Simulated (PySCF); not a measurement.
## Vibration and rotation of BS

ROHF-CCSD(T) constants of BS, ²Σ⁺ (doublet), unpaired electrons σ ↑ (PySCF, no relativity, basis sets B pcseg-1, S pcseg-1; masses 11.0093 and 31.9721 u):

| Item | Value |
| --- | --- |
| ωe | 1180.7 cm⁻¹ |
| ωexe | 6.26 cm⁻¹ |
| Be | 0.7774 cm⁻¹ |
| αe | 0.00559 cm⁻¹ |
| De to B + S | 5.28 eV |

Question: What force constant and bond length do these constants imply?

Answer: Reduced mass μred = 8.1894 u; k = 5.8918×10⁻⁷·μred·ωe² (u, cm⁻¹, mdyn/Å) = 6.73 mdyn/Å; Re = √(16.8576/(μred·Be)) (u, cm⁻¹, Å) = 1.627 Å.

Question: Estimate the centrifugal constant D from the Kratzer relation and find the Dunham coefficient a1.

Answer: D = 4Be³/ωe² = 1.35e-06 cm⁻¹; a1 = −1 − αeωe/(6Be²) = -2.82.

Correlated steps freeze 6 core orbitals. Correlated levels converge slowly with the basis: in double zeta they bind strong bonds too weakly, by up to about 1 eV, and carry superposition errors of some tenths. The state was picked by a PBE0 search and need not be the measured ground state.
